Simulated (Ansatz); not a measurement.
**CHOSi+ (singlet): from Hartree-Fock to the top rungs, cc-pVDZ**

One table from this session's results is given with a row withheld; the runs are named, their logs left out.

Computed with Ansatz 0.2.0, Gaussian basis. Level: cc-pVDZ, core rule «outside noble gas», up to 7 orbitals frozen.

To be run: UHF; CCSD(T) on RHF; BCCD(T) on RHF; CISD; CCSDT(Q) on RHF; CASSCF and MRCISD+Q, 8 electrons in 8 orbitals; CASSCF and NEVPT2, 8 electrons in 8 orbitals.

17 further runs of the same task are left out: 5 that didn't finish, 12 set aside as unsound or not needed.

## The geometry

The geometry is a PBE0/def2-TZVP stationary point (not a proven minimum) of the parent state, kept for this charge and spin.

4 atoms, charge 1, spin multiplicity 1.

Atoms are counted from 1 here; the program's logs count them from 0.

Bond lengths: O1–C2 1.331 Å, O1–Si3 1.857 Å, C2–Si3 1.748 Å, C2–H4 1.085 Å. Angles: C2–O1–Si3 64.0°, O1–C2–Si3 72.8°, O1–C2–H4 121.1°, Si3–C2–H4 166.2°, O1–Si3–C2 43.2°.

The first run:

Input file in.yaml:

```yaml
crystal:
  periodic: [false, false, false]
  atoms:
    - {symbol: O, position_ang: [0.000000, -0.668907, 0.842254]}
    - {symbol: C, position_ang: [0.000000, 0.660489, 0.770206]}
    - {symbol: Si, position_ang: [0.000000, 0.053019, -0.869044]}
    - {symbol: H, position_ang: [0.000000, 1.270023, 1.668016]}
basis:
  gaussian: {orbitals: cc-pVDZ}
total_charge: 1
magnetization: {spin_polarized: true, initial_magnetization: 0}
hamiltonian: {xc: hf}
output: {orbitals: {seedname: orbitals}}
```

On the command line:

```bash
> ansatz run in.yaml --threads 1 --pin off --events-out ev --progress --plain --max-ram 2393MiB
```

Among the steps run: UHF; CCSD(T) on RHF; BCCD(T) on RHF; CISD; CCSDT(Q) on RHF; CASSCF and MRCISD+Q, 8 electrons in 8 orbitals; CASSCF and NEVPT2, 8 electrons in 8 orbitals.

One of the session's tables, all rows but one given; the rest of the session is left out.

```
           method  from RCCSDT(Q) (kJ/mol)
              RHF                  +1090.7
             RMP2                    +99.4
             CISD                   +160.1
            RCCSD                    +49.4
         RCCSD(T)                     +6.8
          BCCD(T)                     +6.4
           RCCSDT                        ?
        RCCSDT(Q)                        0
  CASSCF frontier                   +715.6
  NEVPT2 frontier                   +145.8
  MRCISD frontier                    +69.5
MRCISD+Q frontier                    +12.5
```

Estimate the missing values for RCCSDT.

As computed: from RCCSDT(Q) (kJ/mol): +5.0. In the column «from RCCSDT(Q) (kJ/mol)» it lies between RCCSDT(Q) (0) and BCCD(T) (+6.4).
